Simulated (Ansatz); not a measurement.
# P₂H (quartet): from Hartree-Fock to the top rungs, 6-31G

How much of the correlation energy of P₂H (quartet) does each wave-function method recover here?

The runs use Ansatz 0.2.0, Gaussian basis; 6-31G, core rule «outside noble gas», up to 10 orbitals frozen.

The runs, in order: UHF; CCSD(T) on ROHF; CCSD(T) on UHF; BCCD(T) on ROHF; CISD; CCSDT(Q) on ROHF; CCSDT(Q) on UHF; CISDTQ; CCSDTQ on ROHF; CCSDTQ on UHF; CASSCF and MRCISD+Q, 11 electrons in 9 orbitals; CASSCF and NEVPT2, 11 electrons in 9 orbitals; Full CI.

3 further runs of the same task are left out: 3 set aside as unsound or not needed.

### 1 What is computed

The geometry is a PBE0/def2-TZVP stationary point (not a proven minimum) of the parent state, kept for this charge and spin.

3 atoms, charge 0, spin multiplicity 4.

Atoms are counted from 1 here; the program's logs count them from 0.

Bond lengths: P1–P2 1.991 Å, P1–H3 1.433 Å. Angles: P2–P1–H3 97.2°.

### 2 UHF

Contents of in.yaml:

```yaml
crystal:
  periodic: [false, false, false]
  atoms:
    - {symbol: P, position_ang: [0.000000, -0.076741, 0.973875]}
    - {symbol: P, position_ang: [0.000000, 0.033358, -1.013963]}
    - {symbol: H, position_ang: [0.000000, 1.333150, 1.231888]}
basis:
  gaussian: {orbitals: 6-31G}
magnetization: {spin_polarized: true, initial_magnetization: 3}
hamiltonian: {xc: hf}
output: {orbitals: {seedname: orbitals}}
```

Launch:

```
> ansatz run in.yaml --threads 1 --pin off --events-out ev --progress --plain --max-ram 4096MiB --backend cpu
```

Further steps of the session: CCSD(T) on ROHF; CCSD(T) on UHF; BCCD(T) on ROHF; CISD; CCSDT(Q) on ROHF; CCSDT(Q) on UHF; CISDTQ; CCSDTQ on ROHF; CCSDTQ on UHF; CASSCF and MRCISD+Q, 11 electrons in 9 orbitals; CASSCF and NEVPT2, 11 electrons in 9 orbitals; Full CI.

Before running them: what should the planned runs give, taken together? Wanted: FCI below the RHF energy; RMP2 from FCI; UMP2 from FCI; RCCSD from FCI; RCCSD(T) from FCI; UCCSD(T) from FCI; RCCSDT(Q) from FCI; UCCSDT(Q) from FCI; NEVPT2 valence from FCI.

**Answer**, as computed:

| quantity | value |
| --- | --- |
| FCI below the RHF energy | -2.3858 eV |
| RMP2 from FCI | +57.8 kJ/mol |
| UMP2 from FCI | +57.0 kJ/mol |
| RCCSD from FCI | +4.7 kJ/mol |
| RCCSD(T) from FCI | +1.3 kJ/mol |
| UCCSD(T) from FCI | +1.3 kJ/mol |
| RCCSDT(Q) from FCI | +0.1 kJ/mol |
| UCCSDT(Q) from FCI | 0.0 kJ/mol |
| NEVPT2 valence from FCI | +33.0 kJ/mol |
| MRCISD+Q valence from FCI | +0.9 kJ/mol |
| levels within 1 kcal/mol (43 meV) | RCCSD(T), UCCSD(T), BCCD(T), RCCSDT, UCCSDT, CISDTQ, RCCSDT(Q), UCCSDT(Q), RCCSDTQ, UCCSDTQ, MRCISD+Q valence |
| T1 diagnostic | 0.021 |
| effectively unpaired electrons | 3.03 |

In words: RCCSD(T) lands +1.3 kJ/mol from the yardstick (0.6 % of the correlation energy). One determinant dominates. Of the multireference levels listed MRCISD+Q valence comes nearest in total energy (+0.9 kJ/mol), which doesn't show that its space is the better one. These misses are within one basis, not against nature; the frozen cores of restricted and unrestricted runs differ, which can shift their rows.
